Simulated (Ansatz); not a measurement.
Harmonic frequencies (cm⁻¹) at PBE0-D4/def2-TZVP from Ansatz: 99, 206, 266, 322, 492, 546, 569, 701, 780, 866, 1019, 1052, 1099, 1152, 1290, 1388, 1428, 1473, 1494, 1632, 1799, 3029, 3083, 3107, 3215, 3574, 3685.

Each molecule was computed in one conformer, which needn't be the lowest.

(1) Which molecule is it?
A. `CC(=N)CF`
B. `C/C=C(\N)F`
C. `C=C(F)NC`
D. `C/C=N/CF`

Results:

(1) B.
